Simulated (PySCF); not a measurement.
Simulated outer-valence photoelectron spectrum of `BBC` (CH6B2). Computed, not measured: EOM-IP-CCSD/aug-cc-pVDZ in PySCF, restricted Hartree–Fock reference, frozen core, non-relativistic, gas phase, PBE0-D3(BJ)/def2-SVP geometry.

Each root has a Gaussian of 0.8 eV full width with its one-hole share as area; cross sections and vibrations are left out, and the highest printed point is 100.

```json
{"ionisation energy (eV)": "9.4", "intensity": "0"}
{"ionisation energy (eV)": "9.6", "intensity": "1"}
{"ionisation energy (eV)": "9.8", "intensity": "6"}
{"ionisation energy (eV)": "10.0", "intensity": "17"}
{"ionisation energy (eV)": "10.2", "intensity": "35"}
{"ionisation energy (eV)": "10.4", "intensity": "49"}
{"ionisation energy (eV)": "10.6", "intensity": "50"}
{"ionisation energy (eV)": "10.8", "intensity": "36"}
{"ionisation energy (eV)": "11.0", "intensity": "19"}
{"ionisation energy (eV)": "11.2", "intensity": "11"}
{"ionisation energy (eV)": "11.4", "intensity": "15"}
{"ionisation energy (eV)": "11.6", "intensity": "31"}
{"ionisation energy (eV)": "11.8", "intensity": "51"}
{"ionisation energy (eV)": "12.0", "intensity": "66"}
{"ionisation energy (eV)": "12.2", "intensity": "72"}
{"ionisation energy (eV)": "12.4", "intensity": "70"}
{"ionisation energy (eV)": "12.6", "intensity": "60"}
{"ionisation energy (eV)": "12.8", "intensity": "41"}
{"ionisation energy (eV)": "13.0", "intensity": "22"}
{"ionisation energy (eV)": "13.2", "intensity": "10"}
{"ionisation energy (eV)": "13.4", "intensity": "11"}
{"ionisation energy (eV)": "13.6", "intensity": "26"}
{"ionisation energy (eV)": "13.8", "intensity": "56"}
{"ionisation energy (eV)": "14.0", "intensity": "88"}
{"ionisation energy (eV)": "14.2", "intensity": "100"}
{"ionisation energy (eV)": "14.4", "intensity": "83"}
{"ionisation energy (eV)": "14.6", "intensity": "50"}
{"ionisation energy (eV)": "14.8", "intensity": "25"}
{"ionisation energy (eV)": "15.0", "intensity": "19"}
{"ionisation energy (eV)": "15.2", "intensity": "30"}
{"ionisation energy (eV)": "15.4", "intensity": "45"}
{"ionisation energy (eV)": "15.6", "intensity": "50"}
{"ionisation energy (eV)": "15.8", "intensity": "40"}
{"ionisation energy (eV)": "16.0", "intensity": "22"}
{"ionisation energy (eV)": "16.2", "intensity": "9"}
{"ionisation energy (eV)": "16.4", "intensity": "2"}
{"ionisation energy (eV)": "16.6", "intensity": "1"}
{"ionisation energy (eV)": "16.8", "intensity": "0"}
{"ionisation energy (eV)": "17.0", "intensity": "2"}
{"ionisation energy (eV)": "17.2", "intensity": "7"}
{"ionisation energy (eV)": "17.4", "intensity": "19"}
{"ionisation energy (eV)": "17.6", "intensity": "36"}
{"ionisation energy (eV)": "17.8", "intensity": "47"}
{"ionisation energy (eV)": "18.0", "intensity": "44"}
{"ionisation energy (eV)": "18.2", "intensity": "29"}
{"ionisation energy (eV)": "18.4", "intensity": "14"}
{"ionisation energy (eV)": "18.6", "intensity": "4"}
{"ionisation energy (eV)": "18.8", "intensity": "1"}
{"ionisation energy (eV)": "19.0", "intensity": "0"}
```

Question: Where are the maxima, and how many lines lie under the curve?

Answer: 5 maxima, at 10.5, 12.3, 14.2, 15.6 and 17.9 eV, from 7 lines. At this width some lines have no maximum of their own.

Question: List the lines with their holes.

Answer: 
```tsv
E (eV)	leading hole (HF orbital)	area	Koopmans (eV)
10.51	HOMO	0.96	11.21
11.96	HOMO-1	0.95	12.78
12.54	HOMO-2	0.95	13.10
14.09	HOMO-3	0.95	14.80
14.27	HOMO-4	0.95	15.12
15.56	HOMO-5	0.93	16.63
17.86	HOMO-6	0.88	19.56
```

The widest gap, 2.30 eV, lies between 15.56 and 17.86 eV. Only orbitals with −ε under 21 eV, eight at most, were ionised, so the high end of the curve may lack lines.
